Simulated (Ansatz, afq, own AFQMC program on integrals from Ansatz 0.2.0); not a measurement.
# SiH4 (singlet): AFQMC on the coupled-cluster ladder at scale of all distances = 1.000, 6-31G, part 2 of 2

Ansatz 0.2.0, Gaussian basis, and an in-house AFQMC program (afq) on its integrals; all values are calculated; 6-31G, frozen cores. Earlier steps stand in the parts before.

## 14. Phaseless AFQMC, single-determinant trial on RHF

It reads the integrals that the CCSD(T) run on this determinant wrote.

Command:

```console
$ afq ham --method phaseless --trial hf --walkers 4000 --populations 20 --least-time 40 --time-step 0.005 --steps-per-block 20 --equilibration-blocks 112 --max-blocks 4000 --target-error 0.0008500000000000001 --factor-cut 1e-05 --seed 3967 --taylor-order 6
```

What it wrote:

```text
orbitals 16  electrons 4 4  factors 106 of 268
reference energy -291.17384956 Eh
CCSD correlation -0.08495407 Eh in 9 cycles, weight of the determinant in the CISD state 0.9416
energy of the start -291.173850 Eh
 block  time / (1/Eh)  mean weight  energy / Eh
     1     0.100  1.0002  -291.186685
     2     0.200  1.0006  -291.197195
     3     0.300  1.0005  -291.206124
     4     0.400  1.0006  -291.213344
     5     0.500  1.0004  -291.219836
     6     0.600  1.0003  -291.224983
     7     0.700  1.0004  -291.229720
     8     0.800  1.0002  -291.233677
     9     0.900  1.0001  -291.237122
    10     1.000  1.0003  -291.240303
    13     1.300  1.0000  -291.246638
    17     1.700  1.0001  -291.251885
    21     2.100  0.9997  -291.253727
    25     2.500  0.9999  -291.255455
    29     2.900  1.0000  -291.256017
    33     3.300  0.9999  -291.256604
    37     3.700  1.0000  -291.257749
    41     4.100  1.0001  -291.258034
    45     4.500  1.0001  -291.260762
    49     4.900  1.0000  -291.259960
    53     5.300  1.0001  -291.259578
    57     5.700  1.0001  -291.256926
    61     6.100  1.0000  -291.258331
    65     6.500  1.0000  -291.258849
    69     6.900  1.0002  -291.260092
    73     7.300  0.9998  -291.260891
    77     7.700  0.9999  -291.258863
    81     8.100  1.0000  -291.259505
    85     8.500  1.0001  -291.259023
    89     8.900  0.9999  -291.259157
    93     9.300  1.0000  -291.259463
    97     9.700  1.0002  -291.259963
   101    10.100  1.0000  -291.259193
   105    10.500  1.0000  -291.261013
   109    10.900  1.0000  -291.260900
   113    11.300  0.9999  -291.259311
   117    11.700  0.9999  -291.259225
   121    12.100  0.9999  -291.258271
   125    12.500  1.0000  -291.258926
   129    12.900  1.0000  -291.259937
   133    13.300  1.0000  -291.257084
   137    13.700  1.0000  -291.258180
   141    14.100  1.0000  -291.259492
   145    14.500  1.0001  -291.259670
   149    14.900  1.0000  -291.260978
   153    15.300  0.9999  -291.259266
   157    15.700  1.0000  -291.259035
   161    16.100  0.9999  -291.260338
   165    16.500  1.0000  -291.258710
   169    16.900  1.0000  -291.259883
   173    17.300  1.0002  -291.260702
   177    17.700  1.0000  -291.262995
   181    18.100  1.0000  -291.261873
   185    18.500  0.9999  -291.260385
   189    18.900  1.0001  -291.261540
error from the spread of 20 populations
energy -291.259884 +/- 0.000425 Eh
```

Run time: 20 s. Hardware: 1 × NVIDIA H100 80GB HBM3 with 2 threads of AMD EPYC 7R13 (Zen 3), shared host; peak host memory 1.5 GiB.

Energy -7925.5852 ± 0.0116 eV. Caveats: constraint bias not in the error.

## 15. Free-projection AFQMC, CISD trial on RHF

It reads the integrals that the CCSD(T) run on this determinant wrote.

Command:

```console
$ afq ham --method free --trial cisd --walkers 4000 --time-step 0.03 --max-blocks 4000 --target-error 0.00034 --factor-cut 1e-05 --seed 9009 --times 0,0.3,0.6,1.2,1.8,2.4,3.6,4.8,6 --taylor-order 8
```

What it wrote:

```text
orbitals 16  electrons 4 4  factors 106 of 268
reference energy -291.17384956 Eh
CCSD correlation -0.08495407 Eh in 9 cycles, weight of the determinant in the CISD state 0.9416
repeat  energy at the last time / Eh  error
    10  -291.259987  0.000026
    20  -291.259970  0.000018
    30  -291.259982  0.000015
time / (1/Eh)  energy / Eh  error  mean overlap
  0.00  -291.258793  0.000011  1.0621
  0.30  -291.259323  0.000009  1.0615
  0.60  -291.259587  0.000009  1.0615
  1.20  -291.259819  0.000010  1.0631
  1.80  -291.259905  0.000011  1.0639
  2.40  -291.259930  0.000011  1.0672
  3.60  -291.259980  0.000009  1.0681
  4.80  -291.259979  0.000012  1.0706
  6.00  -291.259984  0.000015  1.0719
energy -291.259984 +/- 0.000015 Eh
```

It took 12 s on 1 × NVIDIA H100 80GB HBM3 with 2 threads of AMD EPYC 7R13 (Zen 3), shared host; peak host memory 1.5 GiB.

Energy -7925.5879 ± 0.0004 eV. Caveats: remainder of the start not in the error.

## 16. Free-projection AFQMC, CISD trial on RHF (settings varied)

It reads the integrals that the CCSD(T) run on this determinant wrote.

Command:

```console
$ afq ham --method free --trial cisd --walkers 20 --time-step 0.08 --max-blocks 30 --target-error 0.00068 --factor-cut 1e-05 --seed 1097 --times 0.0,0.16,0.4,0.8,1.2 --taylor-order 10
```

What it wrote:

```text
orbitals 16  electrons 4 4  factors 106 of 268
reference energy -291.17384956 Eh
CCSD correlation -0.08495407 Eh in 9 cycles, weight of the determinant in the CISD state 0.9416
repeat  energy at the last time / Eh  error
    10  -291.259868  0.000195
    20  -291.259896  0.000163
    30  -291.259855  0.000137
time / (1/Eh)  energy / Eh  error  mean overlap
  0.00  -291.258893  0.000236  1.0606
  0.16  -291.259172  0.000171  1.0612
  0.40  -291.259564  0.000168  1.0486
  0.80  -291.259710  0.000161  1.0505
  1.20  -291.259855  0.000137  1.0503
energy -291.259855 +/- 0.000137 Eh
```

It took 0.9 s on 1 × NVIDIA H100 80GB HBM3 with 2 threads of AMD EPYC 7R13 (Zen 3), shared host; peak host memory 1.5 GiB.

Energy -7925.5844 ± 0.0037 eV. Caveats: remainder of the start not in the error.

## 17. Phaseless AFQMC, first-order trial on RHF (settings varied)

It reads the integrals that the CCSD(T) run on this determinant wrote.

Command:

```console
$ afq ham --method phaseless --trial mp1 --walkers 20 --populations 1 --least-time 40 --time-step 0.005 --steps-per-block 25 --equilibration-blocks 48 --max-blocks 480 --target-error 0.00068 --factor-cut 1e-05 --seed 4891 --release-times 0.2,0.4 --release-step 0.02 --release-every 8 --taylor-order 6
```

What it wrote:

```text
orbitals 16  electrons 4 4  factors 106 of 268
reference energy -291.17384956 Eh
CCSD correlation -0.08495407 Eh in 9 cycles, weight of the determinant in the CISD state 0.9416
energy of the start -291.235374 Eh
 block  time / (1/Eh)  mean weight  energy / Eh
     1     0.125  0.9989  -291.238401
     2     0.250  1.0019  -291.241463
     3     0.375  0.9981  -291.242914
     4     0.500  1.0016  -291.245436
     5     0.625  0.9982  -291.250846
     6     0.750  0.9971  -291.250392
     7     0.875  0.9992  -291.252969
     8     1.000  1.0016  -291.251896
     9     1.125  1.0020  -291.250080
    10     1.250  1.0007  -291.249876
    19     2.375  0.9973  -291.256322
    28     3.500  1.0002  -291.269219
    37     4.625  1.0011  -291.263967
    46     5.750  0.9997  -291.256442
    55     6.875  1.0011  -291.254309
    64     8.000  1.0010  -291.253596
    73     9.125  1.0001  -291.254759
    82    10.250  1.0000  -291.255740
    91    11.375  1.0007  -291.253279
   100    12.500  1.0011  -291.258952
   109    13.625  0.9980  -291.262770
   118    14.750  1.0007  -291.252421
   127    15.875  0.9999  -291.267836
   136    17.000  1.0010  -291.266638
   145    18.125  1.0012  -291.264840
   154    19.250  1.0004  -291.255646
   163    20.375  1.0007  -291.262428
   172    21.500  1.0013  -291.259322
   181    22.625  0.9996  -291.260483
   190    23.750  0.9990  -291.259724
   199    24.875  1.0012  -291.261758
   208    26.000  0.9990  -291.262889
   217    27.125  0.9996  -291.255977
   226    28.250  1.0008  -291.257542
   235    29.375  1.0007  -291.263285
   244    30.500  0.9993  -291.259622
   253    31.625  0.9988  -291.266158
   262    32.750  0.9990  -291.262016
   271    33.875  0.9987  -291.273138
   280    35.000  1.0001  -291.255551
   289    36.125  0.9996  -291.261168
   298    37.250  0.9983  -291.256731
   307    38.375  1.0002  -291.256786
   316    39.500  0.9989  -291.259584
   325    40.625  1.0007  -291.259399
   334    41.750  0.9996  -291.255163
   343    42.875  0.9994  -291.260273
   352    44.000  1.0001  -291.261240
   361    45.125  1.0001  -291.254758
blocks merged  error / Eh  count
     1  0.000235  320
     2  0.000318  160
     4  0.000417  80
     8  0.000530  40
    16  0.000649  20
    32  0.000709  10
released: time / (1/Eh)  energy / Eh  error  mean overlap
  0.20  -291.260073  0.000668  0.9986
  0.40  -291.259811  0.000524  0.9998
energy -291.259541 +/- 0.000649 Eh
```

It took 46 s on 1 × NVIDIA H100 80GB HBM3 with 2 threads of AMD EPYC 7R13 (Zen 3), shared host; peak host memory 1.5 GiB.

Energy -7925.5759 ± 0.0177 eV. Caveats: constraint bias not in the error.

## 18. UHF

File in.yaml:

```yaml
crystal:
  periodic: [false, false, false]
  atoms:
    - {symbol: Si, position_ang: [0.000000, 0.000000, 0.000000]}
    - {symbol: H, position_ang: [0.855850, 0.858745, 0.856831]}
    - {symbol: H, position_ang: [-0.859551, -0.854424, 0.857445]}
    - {symbol: H, position_ang: [-0.854730, 0.855535, -0.861149]}
    - {symbol: H, position_ang: [0.858431, -0.859856, -0.853127]}
basis:
  gaussian: {orbitals: 6-31G}
magnetization: {spin_polarized: true, initial_magnetization: 0}
hamiltonian: {xc: hf}
output: {orbitals: {seedname: orbitals}}
```

Command:

```console
$ ansatz run in.yaml --threads 1 --pin off --events-out ev --progress --plain --max-ram 16896MiB --backend cuda --devices 0, --max-vram 18GiB
```

What it wrote:

```text
Functional definition: HF
  name "HF"
  cite "Fock, Z. Phys. 61, 126 (1930) doi:10.1007/BF01340294"
  parent pbe
  exchange = exact_x
  correlation = 0
268 factors; integrals over basis functions are off by at most 1.8e-4 eV
mean field evaluation 1: about -7922.9405 eV, gradient 5.1e0 eV
mean field evaluation 2: about -7922.9434 eV, gradient 5.1e0 eV
mean field evaluation 4: about -7923.2438 eV, gradient 1.3e-1 eV
mean field evaluation 8: about -7923.2441 eV, gradient 6.0e-6 eV
mean field -7923.24408500 eV, -291.1738495560 hartree, gradient 6.0e-6 eV, S^2 0.000000; 0 other end points of the search recorded, 0 dependent functions left out
reference -7923.24408500 eV, -291.1738495560 hartree; 9, 9 occupied and 12, 12 virtual orbitals, 268 factors
Total energy: -7923.24408500 eV, -291.1738495560 hartree
```

It took 2.1 s on 1 × NVIDIA H100 80GB HBM3 with 1 thread of AMD EPYC 7R13 (Zen 3), shared host; peak host memory 1.5 GiB.

From the report: ⟨S²⟩ of the determinant 0.000 (pure singlet: 0.00).

## 19. All levels side by side

On the RHF determinant, counted from full CI (exact for this spin and basis):

```csv
level,energy (eV),from full CI (meV),statistical error (meV),time
HF,-7923.2441,+2343.8,,
MP2,-7924.9181,+669.7,,
CCSD,-7925.5558,+32.0,,
CCSD(T),-7925.5786,+9.2,,
CCSDT(Q),-7925.5876,+0.2,,
CCSDTQ,-7925.5878,0.0,,
full CI,-7925.5878,0.0,,
"Phaseless AFQMC, CISD trial, step 0.005, 4000 walkers",-7925.5877,+0.1,1.0,22 s
"Phaseless AFQMC, single-determinant trial, step 0.005, 4000 walkers",-7925.5852,+2.6,11.6,20 s
"Free-projection AFQMC, CISD trial, step 0.03, 4000 walkers",-7925.5879,-0.1,0.4,12 s
"Free-projection AFQMC, CISD trial, step 0.08, 20 walkers",-7925.5844,+3.4,3.7,0.9 s
"Phaseless AFQMC, first-order trial, step 0.005, 20 walkers",-7925.5759,+12.0,17.7,46 s
```

The functionals' totals stand on their own zeros and serve differences with other points: PBE -7936.532 eV; r2SCAN -7940.088 eV; PBE0 -7937.382 eV; B3LYP -7941.655 eV; wB97M-V -7939.801 eV; B2PLYP -7936.487 eV.

## 20. What came out

What follows sums up all 2 parts.

| quantity | value |
| --- | --- |
| CCSD(T) on RHF from full CI | +9.2 meV |
| Phaseless AFQMC, CISD trial on RHF from full CI | +0.1 ± 1.0 meV |
| Phaseless AFQMC, single-determinant trial on RHF from full CI | +2.6 ± 11.6 meV |
| Free-projection AFQMC, CISD trial on RHF from full CI | -0.1 ± 0.4 meV |

On RHF the phaseless walk with the CISD trial lies +0.1 meV from full CI, within three error bars. Free projection has no constraint; at the last time it gives -0.1 ± 0.4 meV. Error bars are statistical and leave out the constraint, the time step and what remains of the start.
